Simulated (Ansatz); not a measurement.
The input (input.yaml):

```yaml
crystal:
  periodic: [false, false, false]
  atoms:
    - { symbol: Al, position_ang: [0.027443, 0.01161, 0.03798] }
    - { symbol: Cl, position_ang: [-0.044287, -0.020502, 2.111617] }
    - { symbol: H, position_ang: [1.316951, 0.247496, -0.802094] }
    - { symbol: H, position_ang: [-1.351702, -0.134416, -0.686333] }
basis:
  gaussian: { orbitals: def2-TZVP }
hamiltonian:
  xc: pbe
  dispersion: d4
md:
  timestep: 1.0
  n_steps: 100
  ensemble: nve
  temperature: 50.0
  initial_velocities: maxwell_boltzmann
  seed: 475966
  masses: [{ species: H, mass: 2.014 }]
```

Launched with:

```bash
$ ansatz run input.yaml --threads 2 --pin off --max-ram 3072MiB --backend cpu --events-out ev --progress --plain --runs-dir out
```

Hardware: 2 threads of Arm Neoverse N1 (shared host).

Problem. Roughly how long does this run take, and how much memory?

Solution. 110 s, with a peak of 0.12 GiB, for 101 ionic steps.
